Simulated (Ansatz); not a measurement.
**Four-centre ligand exchange**

Start structure (CH9NSi, singlet), relaxed at PBE0-D4/def2-TZVP:

Si1  (0.677, 0.237, -0.978)
H2  (1.017, -1.128, -0.474)
H3  (-0.764, 0.228, -1.338)
H4  (0.935, 1.194, 0.128)
N5  (1.562, 0.769, -2.354)
H6  (-0.739, -1.175, 1.613)
C7  (-1.469, -0.533, 2.106)
H8  (1.383, 0.354, -3.255)
H9  (2.535, 1.010, -2.260)
H10  (-1.101, -0.259, 3.095)
H11  (-2.414, -1.067, 2.203)
H12  (-1.622, 0.369, 1.514)
(Å)

The step: SiNH₅ ([NH2][SiH3]) + CH₄ → CH₇NSi ([CH3][SiH2][NH2]) + H₂; bonds formed: Si1–C7, H2–H6; bonds broken: Si1–H2, H6–C7. Ansatz 0.2.0; basis: def2-TZVPP and def2-QZVPP; cores frozen in the correlated methods. Extrapolation: Hartree–Fock as exp(−7.88 √X), correlation as X^−2.97. Energies below are by CCSD(T) at an estimated basis limit (MP2 extrapolated from triple and quadruple zeta, plus CCSD(T) − MP2 in triple zeta).

(1) What are the electronic barrier and the energy of the step, from the start structure to the end structure? (To be estimated.)

The T1 diagnostic stays at or below 0.012.

Results:

(1) The calculation gives: Barrier 304.8 kJ/mol; step energy 24.3 kJ/mol (uphill); reverse barrier, their difference, 280.5 kJ/mol. Barrier and step energy count from the start structure, the reverse barrier from the end structure.

The saddle point: One imaginary mode of 1370i cm⁻¹.
| pair | start (Å) | saddle (Å) | end (Å) |
| --- | --- | --- | --- |
| Si1–C7 | 3.84 | 2.13 | 1.87 |
| H2–H6 | 2.73 | 1.09 | 0.75 |
| Si1–H2 | 1.49 | 1.68 | 3.39 |
| H6–C7 | 1.09 | 1.40 | 3.95 |

Zero-point energy (harmonic, PBE0-D4): ZPE is 251.2 kJ/mol at the start and 251.6 kJ/mol at the saddle, so the barrier goes from 304.8 to 305.2 kJ/mol.

Labels in which every atom is bracketed show which atoms are joined, not bond orders.

For scale, one of the runs: CCSD(T)/def2-TZVPP, 230 basis functions, launched by `ansatz run in.yaml --threads 4 --pin off --events-out ev --progress --plain --max-ram 9574MiB`. Time: 44 s of wall clock on 4 CPU threads of an Arm Neoverse V2; the host was shared. Peak host memory: 3.9 GiB.
